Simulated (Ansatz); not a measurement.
We consider tetradymite Bi2Te3, described by r²SCAN (plane waves, PAW; Ansatz, a quantum-chemistry and plane-wave program).

Settings: plane-wave cutoff 600 eV, 10×10×10 k mesh, finite displacements, scalar-relativistic PAW data made under PBE.

Computed at the level's own relaxed cell.

### Question
Predict the electronic dielectric constant ε∞ (mean over three axes) and dielectric constant ε0 (ions relaxed) (mean over three axes).

### Answer

* **electronic dielectric constant ε∞ (mean over three axes)**: 20.7
* **dielectric constant ε0 (ions relaxed) (mean over three axes)**: 71.5

Note: the cell comes from a level without a dispersion term, which matters for the spacing of layers, chains or molecules.

Spin–orbit coupling is not included; it can shift volumes and moduli of such heavy elements.
